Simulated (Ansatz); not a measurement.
# AlCl− (doublet): wave-function methods side by side, aug-cc-pVTZ

An exercise on one series of results from a longer session: the logs are not shown, and one member is left open.

Program: Ansatz 0.2.0, Gaussian basis. Level of theory: aug-cc-pVTZ, core rule «outside noble gas», up to 10 orbitals frozen. These are calculated values, not measurements.

Plan: UHF; CCSD(T) on ROHF; CCSD(T) on UHF; BCCD(T) on ROHF; CCSDT(Q) on ROHF; CCSDT(Q) on UHF.

11 further runs of the same task are left out: 8 for a known fault of the program, 3 set aside as unsound or not needed.

### The system

The geometry is a PBE0/def2-TZVPD stationary point (not a proven minimum) of the parent state, kept for this charge and spin.

2 atoms, charge -1, spin multiplicity 2.

Atoms are counted from 1 here; the program's logs count them from 0.

Bond lengths: Al1–Cl2 2.216 Å.

The first run:

Contents of in.yaml:

```yaml
crystal:
  periodic: [false, false, false]
  atoms:
    - {symbol: Al, position_ang: [0.000000, 0.000000, 0.000000]}
    - {symbol: Cl, position_ang: [0.000000, 0.000000, 2.215900]}
basis:
  gaussian: {orbitals: aug-cc-pVTZ}
total_charge: -1
magnetization: {spin_polarized: true, initial_magnetization: 1}
hamiltonian: {xc: hf}
output: {orbitals: {seedname: orbitals}}
```

The run is started by

```sh
$ ansatz run in.yaml --threads 1 --pin off --events-out ev --progress --plain --max-ram 2816MiB --backend cpu
```

Steps of the session up to this table: UHF; CCSD(T) on ROHF; CCSD(T) on UHF; BCCD(T) on ROHF; CCSDT(Q) on ROHF; CCSDT(Q) on UHF.

One table of the session follows, with a row left open; its other results are not shown here.

It belongs to the step «Misses and costs». 

```
   method  from UCCSDT(Q) (meV)
     ROHF               +8139.4
      UHF               +8062.5
     RMP2               +1102.1
     UMP2               +1120.7
    RCCSD                +405.7
    UCCSD                     ?
 RCCSD(T)                 +45.1
 UCCSD(T)                 +45.3
  BCCD(T)                 +43.8
   RCCSDT                 +18.4
   UCCSDT                 +18.0
RCCSDT(Q)                  +1.0
UCCSDT(Q)                     0
```

Estimate the missing values for UCCSD.

**Answer.** from UCCSDT(Q) (meV): +400.6. In the column «from UCCSDT(Q) (meV)» it lies between UCCSD(T) (+45.3) and RCCSD (+405.7).

Caveats from the session: Restricted and unrestricted rows rest on different reference determinants; where their highest levels disagree by more than a few hundredths of an eV, they describe different states and don't form one ladder.
